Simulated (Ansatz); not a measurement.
# H₅OSSi radical: search for a transition state

Aim: find the saddle point of a hydrogen abstraction that is to form H1–S4 and break H1–O2, prove it by its vibrations, and relax downhill on both sides to see what it joins.

The runs use Ansatz 0.2.0, Gaussian basis; PBE0-D4, def2-SVP first, then def2-TZVP.

31 further runs of the same task are left out: 31 set aside as unsound or not needed.

## Step 1: Where the work starts

The guess: 8 atoms, charge 0, spin multiplicity 2.

Atoms are counted from 1 here; the program's logs count them from 0.

Bond lengths: H1–O2 1.266 Å, O2–Si3 1.582 Å, Si3–H5 1.469 Å, Si3–H6 1.464 Å, Si3–H7 1.481 Å, S4–H8 1.330 Å. Angles: H1–O2–Si3 124.4°, O2–Si3–H5 113.6°, O2–Si3–H6 114.2°, O2–Si3–H7 99.9°, H5–Si3–H6 110.5°, H5–Si3–H7 107.6°, H6–Si3–H7 110.5°.

Coordinates:

```xyz
8

H     0.0465   -1.0636    0.5695
O     0.2734   -0.5222   -0.5526
Si   -0.3114    0.8767   -1.0041
S    -0.0271   -1.6883    2.2473
H     0.0427    1.9800   -0.1014
H    -1.7522    0.8699   -1.2637
H     0.4410    1.0715   -2.2643
H     1.2870   -1.5240    2.3693
```

Distances that are to change: H1–S4 1.79 Å, H1–O2 1.27 Å.

## Step 2: Relaxing the guess with the reacting distances held

Input file hold/in.yaml:

```yaml
crystal:
  periodic: [false, false, false]
  atoms:
    - {symbol: H, position_ang: [0.046500, -1.063600, 0.569500]}
    - {symbol: O, position_ang: [0.273400, -0.522200, -0.552600]}
    - {symbol: Si, position_ang: [-0.311400, 0.876700, -1.004100]}
    - {symbol: S, position_ang: [-0.027100, -1.688300, 2.247300]}
    - {symbol: H, position_ang: [0.042700, 1.980000, -0.101400]}
    - {symbol: H, position_ang: [-1.752200, 0.869900, -1.263700]}
    - {symbol: H, position_ang: [0.441000, 1.071500, -2.264300]}
    - {symbol: H, position_ang: [1.287000, -1.524000, 2.369300]}
basis:
  gaussian: {orbitals: def2-SVP}
magnetization: {spin_polarized: true, initial_magnetization: 1}
hamiltonian: {xc: pbe0, dispersion: d4}
relax: {f_tol: 0.08, max_steps: 120, escape_saddle: false, constraints: [{distance: [0, 3]}, {distance: [0, 1]}]}
```

The command line of these runs was not kept.

Further steps of the session: Saddle search in the small basis; Saddle search in triple zeta; Vibrations at the point found; Relaxing after a step of 0.30 Å one way along the mode; Relaxing after a step of 0.30 Å the other way along the mode.

Q: Predict the outcome of this session. Wanted: imaginary mode; barrier from the start side; barrier from the end side; energy of the step; pairs that change; zero-point energy at the saddle.

**Answer**, as computed:

```
                       quantity                       value
                 imaginary mode                   601i cm⁻¹
    barrier from the start side                    1.081 eV
      barrier from the end side                    0.136 eV
             energy of the step                   +0.945 eV
              pairs that change  H1–S4 formed, H1–O2 broken
zero-point energy at the saddle                    1.157 eV
```

The point has a single imaginary mode (601i cm⁻¹), as a transition state must. The two relaxations end on the structures that were planned. At PBE0-D4/def2-TZVP the electronic barrier is 1.081 eV, about 42 kT at 298 K, and the step runs 0.945 eV uphill. Lower complexes than these ends may exist.
